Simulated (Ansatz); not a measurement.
I need an active-space calculation of AlBH4S, SMILES B[S][AlH2]. Use Ansatz's Python interface. Level of theory (for the species named): Hartree-Fock, def2-SVP basis, multiplicity 1.

```xyz
7

B    -1.3825    0.2425   -0.4571
S     0.1818    0.6664   -1.3536
Al    1.3778   -0.2304    0.3147
H    -1.9018   -0.7333   -0.6577
H    -1.8998    1.0727    0.2519
H     1.7792   -1.7696    0.3009
H     1.9065    0.6837    1.5554
```

The script, `albh4s.py`:
```python
"""Active-space calculation on AlBH4S."""

import ansatz as az


def main() -> None:
    geometry_ang = [
        ("B", (-1.3825, 0.2425, -0.4571)),
        ("S", (0.1818, 0.6664, -1.3536)),
        ("Al", (1.3778, -0.2304, 0.3147)),
        ("H", (-1.9018, -0.7333, -0.6577)),
        ("H", (-1.8998, 1.0727, 0.2519)),
        ("H", (1.7792, -1.7696, 0.3009)),
        ("H", (1.9065, 0.6837, 1.5554)),
    ]
    geometry = az.Crystal.molecule()
    for symbol, xyz in geometry_ang:
        geometry = geometry.atom(symbol, xyz)

    calc = (
        geometry.calculation()
        .basis(gaussian="def2-SVP")
        .accuracy("high")
        .correlation(active_electrons=4, active_orbitals=4)
    )
    for method in [None, "sc_nevpt2"]:
        report = (calc if method is None else calc.correlation(method)).run(threads=1, pin="off").report
        space = report["configurations"]
        state = space["states"][0]
        print(method or "casscf", f"total {report['free_energy_ev'] / 27.211386246:.6f} Ha, active-space state {state['energy']['hartree']:.6f} Ha, mean field {report['reference_energy_ev'] / 27.211386246:.6f} Ha")
        print("  determinants", state["n_determinants"], " natural occupations", [round(n, 3) for n in space["natural_occupations"]])
    print("effectively unpaired electrons, sum of min(n, 2 - n):", round(sum(min(n, 2 - n) for n in space["natural_occupations"]), 3))


if __name__ == "__main__":
    main()
```

Running `python albh4s.py` prints:
```text
casscf total -666.282716 Ha, active-space state -666.282716 Ha, mean field -666.251263 Ha
  determinants 36  natural occupations [1.982, 1.969, 0.025, 0.024]
sc_nevpt2 total -666.529394 Ha, active-space state -666.282682 Ha, mean field -666.251263 Ha
  determinants 36  natural occupations [1.982, 1.969, 0.025, 0.024]
effectively unpaired electrons, sum of min(n, 2 - n): 0.099
```

Reading the output:
- These settings explore the input space; basis and method may be short of convergence.
- The geometry is a force-field or estimated start, not a minimum of this method, and the basis set is short of its limit. The active space starts as a window about the frontier orbitals and is then optimised, not chosen by chemistry.
- Wall time of the script: 14 s on 1 thread of Arm Neoverse V1 (shared host), peak memory 0.25 GiB.

(Lines on the test bed's own set-up are left out of the output.)
